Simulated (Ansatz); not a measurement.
## Gold, fcc: convergence with Fermi-Dirac smearing

Computed with Ansatz, r²SCAN, scalar-relativistic PAW, on the relaxed cell (a = 4.123 Å; spin not included). Errors count from a run at 500 eV on a Γ-centred 22×22×22 mesh with Fermi-Dirac smearing of 0.1 eV, extrapolated to zero width. Fixed here: cutoff 500 eV, mesh 13×13×13. The SCF starts from atomic densities corrected by a trained network.

```tsv
width (eV)	E(σ→0) error (meV/atom)	F error (meV/atom)	P (GPa)	SCF iterations
0.03	0.5	0.0	-0.16	6
0.1	0.1	-4.6	0.02	6
0.2	-0.7	-17.7	0.20	6
0.3	0.5	-39.4	0.36	6
0.6	33.0	-179.8	1.58	6
1.0	136.5	-621.2	6.27	6
```

**Question.** What does the run at 0.01 give (width)?

**Answer.** E(σ→0) error (meV/atom): 0.4; F error (meV/atom): 0.4; P (GPa): -0.19; SCF iterations: 6.
